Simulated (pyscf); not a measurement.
Structures and frequencies: ωB97X-D3(BJ)/def2-SVP in PySCF. Correlated levels are frozen-core, on RHF or UHF. ΔMP2 is the change of the MP2 total energy from the triple- to the quadruple-zeta basis.

Problem. For Cl–Ga=Se + hydrogen chloride (HCl) → Cl–Ga(Cl)–SeH, an addition across a multiple bond or ene-type step (singlet surface; Cl–H broken, H–Se, Cl–Ga formed), PBE/def2-TZVP gives ΔE‡ = -6.0 kcal/mol and ΔE = -38.9 kcal/mol (zero: the separated reactants). In which direction and how far do r²SCAN/def2-TZVP, M06-2X/def2-TZVP, CCSD(T)/def2-TZVPP + ΔMP2(QZVPP) move these?

Solution. r²SCAN: ΔE‡ = -6.5 kcal/mol, ΔE = -43.6 kcal/mol; M06-2X: ΔE‡ = -4.3 kcal/mol, ΔE = -44.9 kcal/mol; CCSD(T): ΔE‡ = -1.7 kcal/mol, ΔE = -42.2 kcal/mol. PBE's barrier lies among them. Its reaction energy lies over all of them, by 3.4 to 6.0 kcal/mol. On the reactant side the descent ends in a complex, 7.3 kcal/mol under the separated species and 3.1 kcal/mol under the saddle at ωB97X-D3(BJ)/def2-TZVP. At PBE, r²SCAN, M06-2X, CCSD(T) the saddle lies under the separated reactants, which points to a path from their complex (located at ωB97X-D3(BJ) alone). At ωB97X-D3(BJ) the barrier from the zero used here is -4.2 kcal/mol. One saddle was located; it need not be the lowest between these sides. The CCSD(T) − MP2 part came from Ansatz, without density fitting, on the same reference. The frozen core leaves the outer d or s,p core shells of the metals and heavy elements correlated in the MP2 and CC values, and def2-TZVPP describes them poorly, which can shift differences by a few kcal/mol. Elements up to Kr have no core potential and no relativistic terms here.
